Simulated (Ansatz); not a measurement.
Born–Oppenheimer molecular dynamics of ClH5Si2 (8 atoms, charge 0, multiplicity 1). It starts from a relaxed structure.

Method: RKS PBE/def2-SVP in Ansatz.

```
ensemble                      : NVE (velocity Verlet)
time step                     : 1 fs
steps asked                   : 300
starting velocities drawn for : 400 K
seed                          : 594029
```

First frame:

```xyz
8
Properties=species:S:1:pos:R:3
Si 0.057 0.055 -0.021
H 0.538 -0.104 1.396
H 1.238 0.376 -0.895
Cl -1.280 1.664 -0.090
Si -1.078 -1.864 -0.771
H -2.237 -2.153 0.145
H -1.591 -1.629 -2.165
H -0.145 -3.047 -0.778
```

(1) How far do the bonds stretch over the last three quarters of this one trajectory? (Pairs bonded in most of those frames.)

Answers

(1) 
| bond | mean (Å) | spread (Å) | shortest | longest |
| --- | --- | --- | --- | --- |
| Si1–H2 | 1.507 | 0.027 | 1.46 | 1.55 |
| Si1–H3 | 1.509 | 0.029 | 1.46 | 1.55 |
| Si1–Cl4 | 2.100 | 0.045 | 2.03 | 2.18 |
| Si1–Si5 | 2.362 | 0.039 | 2.28 | 2.42 |
| Si5–H6 | 1.508 | 0.024 | 1.47 | 1.55 |
| Si5–H7 | 1.508 | 0.039 | 1.45 | 1.57 |
| Si5–H8 | 1.508 | 0.005 | 1.50 | 1.52 |

Mean temperature of the second half: 202 K. The conserved energy stayed within 0.4 meV per atom of its start (net change 0.13 meV per atom), so the integration is sound. Over the second half the temperature averaged 0.50 of the 400 K drawn at the start: a run that starts near a minimum puts about half its kinetic energy into the potential. A run of 0.3 ps of so small a system gives no equilibrium averages.

Run time: 4.7 min on 1 thread of AMD EPYC 9R45 96-Core Processor (Zen 5) (shared host), peak memory 0.16 GiB.
